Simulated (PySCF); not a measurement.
# Bond length, frequency and bond energy of MgS⁺ by level of theory

State: ²Π (doublet), unpaired electrons π ↑. Set-up: Mg jorge-DZP-DKH, S jorge-DZP-DKH; spin-free X2C with a Gaussian nucleus (PySCF 2.14). De refers to Mg⁺ + S in their high-spin ground configurations, without counterpoise correction. The functionals are run spin-unrestricted. A positive dipole points towards S; it is taken about the centre of mass and depends on that origin. Levels whose curve was spin-contaminated or gave no clean fit are not listed.

```json
{"Level": "UHF", "Re (Å)": "2.269", "ωe (cm⁻¹)": "458", "De (eV)": "0.57", "μ (D)": "-10.07", "CPU s a point (SCF and correlation, without the integrals)": "0.13"}
{"Level": "UHF-CCSD", "Re (Å)": "2.293", "ωe (cm⁻¹)": "433", "De (eV)": "1.48", "μ (D)": "n/a", "CPU s a point (SCF and correlation, without the integrals)": "n/a"}
{"Level": "UHF-CCSD(T)", "Re (Å)": "2.297", "ωe (cm⁻¹)": "439", "De (eV)": "1.58", "μ (D)": "n/a", "CPU s a point (SCF and correlation, without the integrals)": "2.3"}
{"Level": "LDA", "Re (Å)": "2.264", "ωe (cm⁻¹)": "448", "De (eV)": "2.39", "μ (D)": "-8.34", "CPU s a point (SCF and correlation, without the integrals)": "0.26"}
{"Level": "PBE", "Re (Å)": "2.293", "ωe (cm⁻¹)": "431", "De (eV)": "2.05", "μ (D)": "-8.42", "CPU s a point (SCF and correlation, without the integrals)": "0.43"}
{"Level": "BP86", "Re (Å)": "2.293", "ωe (cm⁻¹)": "432", "De (eV)": "2.02", "μ (D)": "-8.56", "CPU s a point (SCF and correlation, without the integrals)": "0.32"}
{"Level": "r²SCAN", "Re (Å)": "2.274", "ωe (cm⁻¹)": "453", "De (eV)": "1.92", "μ (D)": "-9.13", "CPU s a point (SCF and correlation, without the integrals)": "0.61"}
{"Level": "PBE0", "Re (Å)": "2.271", "ωe (cm⁻¹)": "452", "De (eV)": "1.85", "μ (D)": "-8.98", "CPU s a point (SCF and correlation, without the integrals)": "0.73"}
{"Level": "B2PLYP", "Re (Å)": "2.280", "ωe (cm⁻¹)": "446", "De (eV)": "1.75", "μ (D)": "-9.26", "CPU s a point (SCF and correlation, without the integrals)": "0.43"}
```

Task: Which functional lies closest to UHF-CCSD(T) in De, which farthest, and by how much do they differ from it?

Result: Closest is B2PLYP (-1.7 pm in Re, +1.6 % in ωe, +0.17 eV in De against UHF-CCSD(T) in the same basis), farthest LDA (-3.3 pm in Re, +2.1 % in ωe, +0.81 eV in De). CCSD(T) converges more slowly with the basis than the functionals do and binds too weakly in this one, so the order can change at the basis-set limit.

Task: What does a quarter of exact exchange do here, going from PBE to PBE0?

Result: PBE0 less PBE: -2.2 pm in Re, +4.9 % in ωe, -0.20 eV in De. Exact exchange removes part of the self-interaction that spreads semilocal densities, and in most molecules shortens and stiffens the bond and lowers De; so it does here.

Task: What does the step from GGA to meta-GGA do here, going from PBE to r²SCAN?

Result: r²SCAN less PBE: -1.9 pm in Re, +5.1 % in ωe, -0.13 eV in De. 

Correlated steps freeze 6 core orbitals. Correlated levels converge slowly with the basis: in double zeta they bind strong bonds too weakly, by up to about 1 eV, and carry superposition errors of some tenths. For an ion De counts to the pair picked by the measured ionisation energies or electron affinities, which need not be the lowest pair at this level. Counting both spins, an empty level lies below a filled one in some of these solutions, because spin and occupation are held. B2PLYP dipoles, levels and charges come from its SCF part alone. The state was picked by a PBE0 search and need not be the measured ground state.

The whole job (state search and all levels along the bond) took about 1.2 min on 1 thread of Intel Xeon @ 2.60GHz (shared host), peak memory 0.54 GiB.
